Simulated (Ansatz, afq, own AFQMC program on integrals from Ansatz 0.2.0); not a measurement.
# AlBCl, doublet: AFQMC among the cluster methods

```json
{"atom": "B", "x (Å)": "0.0000", "y (Å)": "1.7387", "z (Å)": "-3.6693"}
{"atom": "Al", "x (Å)": "0.0000", "y (Å)": "-0.7225", "z (Å)": "-0.4882"}
{"atom": "Cl", "x (Å)": "0.0000", "y (Å)": "0.0196", "z (Å)": "1.4905"}
```

Connectivity, by distances: B ··· Al–Cl.

Basis cc-pVDZ. Only valence electrons are correlated. Integrals, coupled cluster, full CI and functionals: Ansatz 0.2.0; the random walks run on the same integrals in our own AFQMC program. The CISD trial takes its coefficients from CCSD amplitudes. Released means that phaseless walkers are propagated on without the constraint, phases kept. ± is one standard error of the sampling.

Determinant: UHF, the one that the program's search chose, which needn't be the lowest solution. The geometry is a point of a scan.

No full CI on the walks' own integrals is used here; CCSDT(Q) serves as the reference and is uncertain by about the last step of the cluster series.

- T1 diagnostic: 0.0143
- weight of the determinant in the CISD state: 0.830
- ⟨S²⟩ of the determinant: 0.761
- size of the correlated space: 13 electrons in 39 orbitals

Task: Estimate: order these by the size of their error in total energy against CCSDT(Q), smallest first.
A. phaseless AFQMC with the Hartree–Fock trial
B. CCSD(T)
C. CCSD
D. CCSDT

Result: D (1.2 kJ/mol), B (3.7 kJ/mol), C (18.3 kJ/mol), A (31.8 ± 5.0 kJ/mol).

Reference: CCSDT(Q), correlation energy -7.311 eV.

A walk keeps the symmetry of its determinant, which the program's search chose and which needn't be the lowest solution, so a lower state of the same spin and another symmetry isn't excluded.
